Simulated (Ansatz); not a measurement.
# Relaxing nickel (fcc)

Method: DFT, LDA (PW92), plane waves (420 eV) with PAW, scalar-relativistic (Ansatz). (PAW data from PBE, frozen cores regenerated.)

k-point mesh 15×15×15, Fermi-Dirac smearing 0.05 eV, starting moments 0.80 μB. Cell and atoms relax.

Starting structure:

```
Ni
1.0
     0.00000    1.76194    1.76194
     1.76194    0.00000    1.76194
     1.76194    1.76194    0.00000
Ni
1
Direct
  0.00000 0.00000 0.00000
```

Problem. The pressure at the start is -17.7 GPa. By how much does the volume change?

Solution. From 10.94 to 10.04 Å³ per atom, -8.2 %. The final cell has a = 3.425 Å.

Problem. How much energy does the relaxation gain?

Solution. 53.9 meV per atom.

Problem. Which magnetic state does it end in?

Solution. ferromagnetic, net 0.62 μB per atom; moments 0.65 μB.
